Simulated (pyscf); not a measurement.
`[F][SiH2][F]` + `[FH]` -> `[F][SiH]([F])[F]` + `[H][H]` (four-centre exchange; singlet surface; H–Si, F–H broken, F–Si, H–H formed). Structures and frequencies: ωB97X-D3(BJ)/def2-SVP in PySCF. Rate constants from transition-state theory, ωB97M-D3(BJ)/def2-TZVP energies (ideal gas, 1 atm, RRHO with modes under 100 cm⁻¹ raised to 100, one conformer, R ln 2 for chiral ones without a mode under 150 cm⁻¹; no tunnelling), k in cm³ molecule⁻¹ s⁻¹.

```csv
T (K),1000/T,log10 k
298,3.354,-33.53
600,1.667,?
900,1.111,-19.26
1200,0.833,-17.34
```

Task: Fit an Arrhenius line to the three values, give the activation energy, and predict k at 600 K.

Result: Least squares gives log10 k = -12.07 − 6.40 × 1000/T, so Ea = 6.40 × ln 10 × 1.987 = 29.3 kcal/mol, against an electronic barrier of 28.7. At 600 K the line gives -22.74; the computed value is -22.90 (ΔG‡ = 46.4 kcal/mol), a factor 1.5 under the line, since the plot is curved. This is the saddle that the search found; another between the same sides may lie lower.
